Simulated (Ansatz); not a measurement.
Write a Python script for the Python package of Ansatz (0.2.0) that makes the interaction energy of a dimer with the counterpoise correction of ClF. Level of theory (for the species named): MP2, def2-SVPD basis, multiplicity 1.

```xyz
2

Cl    0.0000    0.0000    0.0000
F     0.0000    0.0000    1.5850
```

The script, `dimer.py`:
```python
# -*- coding: utf-8 -*-
"""Interaction energy of two ClF molecules, with the counterpoise correction."""

import ansatz as az
import numpy as np

FIRST = [
    ("Cl", (0.0, 0.0, -0.7925)),
    ("F", (0.0, 0.0, 0.7925)),
]
SECOND = [
    ("Cl", (2.5038, 3.4828, 0.3679)),
    ("F", (1.4051, 2.5845, 1.0736)),
]

def energy(atoms, ghosts=()):
    molecule = az.Crystal.molecule()
    for symbol, xyz in atoms:
        molecule = molecule.atom(symbol, xyz)
    calc = (
        molecule.calculation()
        .basis(gaussian="def2-SVPD")
        .correlation("mp2")
    )
    deck = calc.input()
    if ghosts:
        deck = deck.set(az.key.basis.gaussian.ghost_atoms, [{"symbol": s, "position_ang": list(xyz)} for s, xyz in ghosts])
    return az.Session.from_dict(deck).plan().execute().report["free_energy_ev"]

# ghost atoms carry the functions of the partner
direction = np.array([0.5311, 0.8244, 0.1959])
print("shift (A)   counterpoise-corrected interaction (kcal/mol)")
for shift in (-0.3, 0.0, 0.4, 1.0, 2.0):
    moved = [(s, tuple(np.round(np.array(xyz) + shift * direction, 4))) for s, xyz in SECOND]
    gain = energy(FIRST + moved) - energy(FIRST, moved) - energy(moved, FIRST)
    print(f"{shift:8.2f} {23.060548 * gain:14.3f}")
```

```console
$ python dimer.py
shift (A)   counterpoise-corrected interaction (kcal/mol)
   -0.30          0.123
    0.00         -0.332
    0.40         -0.308
    1.00         -0.142
    2.00         -0.031
```

The settings weren't tested for convergence. The dimer is a generated trial pose of unrelaxed monomers, not a minimum, so the figure is no binding energy, and the basis set is small. The spin state was assumed, and another may lie lower. Wall time of the script: 14 s on 1 thread of Arm Neoverse V1, with other jobs on the host, peak memory 0.24 GiB.
